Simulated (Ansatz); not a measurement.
Born–Oppenheimer molecular dynamics of CH4AlCl (7 atoms, charge 0, multiplicity 1). It starts from a relaxed structure.

Computed with Ansatz, RKS B3LYP/def2-TZVP.

| Property | Result |
| --- | --- |
| ensemble | NVT, Langevin thermostat |
| time step | 0.25 fs |
| steps asked | 150 |
| set temperature | 500 K |
| friction | 0.01 /fs |
| seed | 104001 |

First frame:

```xyz
7
Properties=species:S:1:pos:R:3
Al -0.012 -0.005 0.009
C 0.012 -0.009 1.954
H -0.956 -0.299 2.368
H 0.774 -0.686 2.348
H 0.246 0.989 2.336
Cl 1.827 0.002 -1.038
H -1.311 0.008 -0.879
```

Problem. What does the run give?

Solution. The run went to its last step.

| Item | Value |
| --- | --- |
| steps done | 150 |
| time covered | 37.5 fs |
| mean temperature over the second half | 235 K |
| spread of the potential energy over the second half | 6.7 meV per atom |
| mean potential energy of the second half above the start | 18.3 meV per atom |

The mean temperature of the second half is 53 % below the set value. A run of 0.037 ps of so small a system gives no equilibrium averages.

Problem. What happens to the structure?

Solution. The same pairs are bonded in the first frame and the last. Pairs count as bonded within 1.25 times the sum of covalent radii (0.12 Å more for H–H). The details hang on the random start.

Problem. How do temperature and energy run in time?

Solution. 
| time (fs) | T (K) | potential energy less start (eV) |
| --- | --- | --- |
| 0.0 | 429 | 0.000 |
| 3.0 | 271 | 0.135 |
| 6.0 | 340 | 0.070 |
| 9.0 | 182 | 0.170 |
| 12.0 | 229 | 0.121 |
| 15.0 | 125 | 0.229 |
| 18.0 | 285 | 0.112 |
| 21.0 | 254 | 0.110 |
| 24.0 | 321 | 0.075 |
| 27.0 | 203 | 0.135 |
| 30.0 | 219 | 0.112 |
| 33.0 | 203 | 0.132 |
| 36.0 | 201 | 0.206 |

The run took 59 s on 4 threads of AMD EPYC 9R45 96-Core Processor (Zen 5), on a shared host, peak memory 0.26 GiB.
